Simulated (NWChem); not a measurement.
System: ethylamine (C₂H₇N); SMILES NCC

```xyz
10

C      0.2599    -1.2361    -0.0315
C     -0.5555     0.0424     0.0220
N      0.3032     1.2074    -0.0817
H     -0.3865    -2.1265    -0.0048
H      0.8663    -1.2666    -0.9493
H      0.9499    -1.3026     0.8263
H     -1.1931     0.0241     0.9335
H     -1.2549     0.0585    -0.8317
H     -0.2493     2.0621    -0.0738
H      0.9183     1.2617     0.7291
```
Atoms are numbered in this order, from 1.

Coordinates come from a PBE0/def2-SVP optimisation.

Problem. List the 6 lowest vertical singlet excitations from B3LYP/6-31G* (spherical d), full TDDFT (NWChem).

Solution. 
```json
[
 {"state": "S1", "energy (eV)": "7.15", "oscillator strength": "0.011", "leading excitation (squared amplitude)": "HOMO → LUMO (0.98)"},
 {"state": "S2", "energy (eV)": "8.58", "oscillator strength": "0.021", "leading excitation (squared amplitude)": "HOMO → LUMO+2 (0.92)"},
 {"state": "S3", "energy (eV)": "8.64", "oscillator strength": "0.012", "leading excitation (squared amplitude)": "HOMO → LUMO+1 (0.92)"},
 {"state": "S4", "energy (eV)": "9.64", "oscillator strength": "0.121", "leading excitation (squared amplitude)": "HOMO → LUMO+3 (0.98)"},
 {"state": "S5", "energy (eV)": "9.78", "oscillator strength": "0.013", "leading excitation (squared amplitude)": "HOMO → LUMO+4 (0.81)"},
 {"state": "S6", "energy (eV)": "10.10", "oscillator strength": "0.002", "leading excitation (squared amplitude)": "HOMO → LUMO+5 (0.80)"}
]
```
